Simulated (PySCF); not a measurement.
# Reproducing measurements on vinylene carbonate

**What was measured.**

NIST CCCBDB Release 22 (SRD 101), experimental dipoles lists, for the gas: dipole moment (microwave Stark effect, vibrational ground state) 4.51 D.

The results are set against them at the end.

Vinylene carbonate, C3H2O3.
Numbering: `[O:1]=[c:2]1[o:3][cH:4][cH:5][o:6]1` (hydrogens: H7 on C4; H8 on C5)

Structure used (GFN2-xTB), in Å, numbered top down from 1:
```
atom  x, y, z in Å
O1     2.4740   -0.0063   -0.0212
C2     1.2884   -0.0029   -0.0123
O3     0.4992    1.1004   -0.0079
C4    -0.7964    0.6709    0.0020
C5    -0.8005   -0.6636    0.0036
O6     0.4924   -1.1012   -0.0059
H7    -1.5697    1.4090    0.0071
H8    -1.5784   -1.3970    0.0100
```

Runs made with PySCF (gas phase, on this GFN2-xTB geometry; no spin–orbit coupling):

```json
{"level": "PBE0/pcSseg-1", "job": "shieldings, ring-centre shieldings, charges and field gradients, density and orbital grids written", "basis functions": "112"}
{"level": "WP04/aug-pcSseg-1, level shift 0.3 Eh, start guess huckel", "job": "spin–spin couplings from 8 perturbed nuclei", "basis functions": "174"}
{"level": "wB97X-D/def2-SVPD", "job": "8 singlets by full TDDFT, 3 Tamm–Dancoff triplets, polarisability", "basis functions": "145"}
{"level": "PBE0/def2-SVPD", "job": "6 singlets by full TDDFT, 2 Tamm–Dancoff triplets, polarisability, density and orbital grids written", "basis functions": "145"}
{"level": "B97-D/3-21G", "job": "1 singlet by TDA, 5 Tamm–Dancoff triplets, polarisability", "basis functions": "58"}
{"level": "B3LYP/pcJ-1", "job": "spin–spin couplings from 8 perturbed nuclei", "basis functions": "182"}
```

Results beside the measurements:

**Dipole moment.** Measured: 4.51 D (NIST CCCBDB Release 22 (SRD 101), experimental dipoles).

```json
{"level": "PBE0/pcSseg-1", "computed (D)": "4.79", "computed − measured (D)": "+0.28", "% (from the printed values)": "+6"}
{"level": "WP04/aug-pcSseg-1", "computed (D)": "4.75", "computed − measured (D)": "+0.24", "% (from the printed values)": "+5"}
{"level": "wB97X-D/def2-SVPD", "computed (D)": "4.76", "computed − measured (D)": "+0.25", "% (from the printed values)": "+6"}
{"level": "PBE0/def2-SVPD", "computed (D)": "4.70", "computed − measured (D)": "+0.19", "% (from the printed values)": "+4"}
{"level": "B97-D/3-21G", "computed (D)": "4.46", "computed − measured (D)": "-0.05", "% (from the printed values)": "-1"}
{"level": "B3LYP/pcJ-1", "computed (D)": "4.80", "computed − measured (D)": "+0.29", "% (from the printed values)": "+6"}
```

Closest is B97-D/3-21G (-0.05 D), furthest B3LYP/pcJ-1 (+0.29 D); one molecule doesn't rank methods. The computed dipoles belong to one fixed geometry; measured ones are averaged over vibrations unless marked μe. Magnitudes are compared, not signs.

The geometry is computed, not the measured one. Where a level misses, the cause wasn't examined.

The pairwise dispersion term of B97-D and wB97X-D wasn't added to the energies; at a given geometry it leaves orbitals and properties as they are.
